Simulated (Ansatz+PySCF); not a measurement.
## doublet N₂(+): levels of theory in one basis

| atom | x (Å) | y (Å) | z (Å) |
| --- | --- | --- | --- |
| N | 0.0000 | 0.0000 | -0.5621 |
| N | 0.0000 | 0.0000 | 0.5621 |

Basis set: cc-pVTZ (spherical functions). Correlated methods keep 2 orbitals frozen. Correlation on ROHF uses semicanonical orbitals with singles. Charge 1, multiplicity 2.

Computed with Ansatz (development build ahead of 0.2.0); each method stands on the lowest determinant of its kind that the runs found.

```
  method  E − E(ROHF) (eV)  <S²> of the determinant
    ROHF              0.00                     0.75
     UHF             -0.13                     0.81
ROHF-MP2             -8.28                        –
 UHF-MP2             -8.56                     0.81
```

**Question.** Is a single determinant a sound starting point here?

**Answer.** Only with care. Unrestricted orbitals gain 0.13 eV and <S²> is 0.81 against 0.75 for a pure state, but several determinants compete.

Caution for ROHF, ROHF-MP2: the determinant may break the point group. Caution for UHF, UHF-MP2: the determinant breaks the point group. Caution for ROHF-MP2, UHF-MP2: forces differ strongly between restricted and unrestricted references; MP2 on this radical cation hangs on the determinant chosen; another reference gives a lower total.
